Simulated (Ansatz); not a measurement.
Mulliken charges of CH$_{5}$FSi (`C[SiH2]F`) from PBE/def2-TZVPP in Ansatz (PBE0-D4/def2-TZVP geometry).

| atom | x (Å) | y (Å) | z (Å) | charge (e) |
| --- | --- | --- | --- | --- |
| C1 | -0.521 | 0.700 | -0.437 | -0.380 |
| Si2 | 0.448 | -0.642 | 0.395 | 0.523 |
| F3 | 1.946 | -0.650 | -0.179 | -0.296 |
| H4 | -0.562 | 0.543 | -1.517 | 0.112 |
| H5 | -1.547 | 0.713 | -0.057 | 0.106 |
| H6 | -0.077 | 1.680 | -0.248 | 0.112 |
| H7 | 0.539 | -0.421 | 1.861 | -0.088 |
| H8 | -0.134 | -1.981 | 0.126 | -0.088 |

**Question.** By hand: the dipole of these point charges (1 e Å = 4.8032 D).

**Answer.** Σ q r = (-0.415, 0.127, 0.047) e Å, of length 0.437 e Å = 2.10 D.

**Question.** How does the dipole of the full density compare? (Estimate.)

**Answer.** Computed: (-0.319, 0.139, -0.001) e Å, 1.67 D; the point charges give 1.26 times that, at 9° from its direction.

Point charges leave out the atoms' own dipoles, such as those of lone pairs, and Mulliken's split depends on the basis, so the two needn't agree.
